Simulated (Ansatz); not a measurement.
## Bi (A7 rhombohedral): energy against volume

Method: Ansatz, DFT, r2SCAN, plane waves (500 eV) with PAW, scalar-relativistic. (PAW data from PBE, frozen cores regenerated.)

The cell is scaled uniformly from the relaxed one, with fractional coordinates and shape fixed. Energies are extrapolated to zero smearing, pressures are those at the given smearing. Because the bonds are stretched with the cell, B₀ of this curve lies above the true bulk modulus of such a structure. Magnetic state: spin not included.

A Birch-Murnaghan fit gives V₀ = 36.69 Å³/atom, B₀ = 45 GPa, B₀′ = 4.6.

What are the energy above the minimum and the pressure at 33.721 Å³/atom?

40.0 meV/atom and 4.66 GPa as computed.

What are the energy above the minimum and the pressure at 39.585 Å³/atom?

28.1 meV/atom and -2.89 GPa as computed.

What are the energy above the minimum and the pressure at 41.051 Å³/atom?

59.6 meV/atom and -3.94 GPa as computed.
